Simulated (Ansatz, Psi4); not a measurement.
Worked example: the enthalpy of formation of CH2Cl2 (SMILES ClCCl)

The species is CH2Cl2 (5 atoms), meant as a singlet with charge 0. SMILES: `ClCCl`. The shape is that of a PBE0-D4/def2-TZVP optimisation.

Total energies at revPBE/aug-cc-pVDZ (Psi4 1.11); the atoms run unrestricted:

| species | state | energy (Eh) |
| --- | --- | --- |
| CH2Cl2 | singlet | -959.541550 |
| Cl | doublet | -460.060193 |
| C | triplet | -37.841055 |
| H | doublet | -0.503794 |

Harmonic wavenumbers at PBE0-D4/def2-TZVP, in cm⁻¹: 285, 732, 772, 904, 1178, 1288, 1461, 3128, 3205.

Measured heats of formation of the gaseous atoms at 298.15 K, in kJ/mol: Cl 121.3, C 716.9, H 218.0. Spin-orbit lowering of the atoms at 298 K (mean of the ground term's levels less their thermal mean, from spectra), in kJ/mol: Cl 3.44, C 0.02. Take 1 Eh = 2625.50 kJ/mol, 1 cm⁻¹ = 0.0119627 kJ/mol, RT = 2.479 kJ/mol.

Task: What heat of formation follows?

Result: 
1. Electronic atomisation energy: 2 × (-460.060193) + (-37.841055) + 2 × (-0.503794) − (-959.541550) = 0.572521 Eh = 1503.2 kJ/mol.
2. Zero-point energy: half the sum of the wavenumbers, 6476.5 cm⁻¹ = 77.5 kJ/mol.
3. Thermal vibrational enthalpy, Σ hcν̃/(exp(hcν̃/kT) − 1): 1.9 kJ/mol. Translation, rotation and pV of a non-linear molecule: 4 RT = 9.9 kJ/mol.
4. The 5 free atoms carry 5/2 RT each: 31.0 kJ/mol.
5. Spin-orbit coupling lowers the free atoms by 2 × 3.44 + 0.02 = 6.9 kJ/mol.
6. Atomisation enthalpy at 298 K: 1503.2 − 6.9 − 77.5 − 1.9 − 9.9 + 31.0 = 1438.0 kJ/mol.
7. Sum of the atoms' heats of formation: 1395.5 kJ/mol. Heat of formation: 1395.5 − 1438.0 = -42.5 kJ/mol.

The tabulated value is -94.7 kJ/mol (Active Thermochemical Tables), so this level is off by +52.2 kJ/mol, or 3.5 % of the atomisation enthalpy that the table implies (1490.2 kJ/mol). Anharmonicity and any spin-orbit splitting of the molecule are left out.
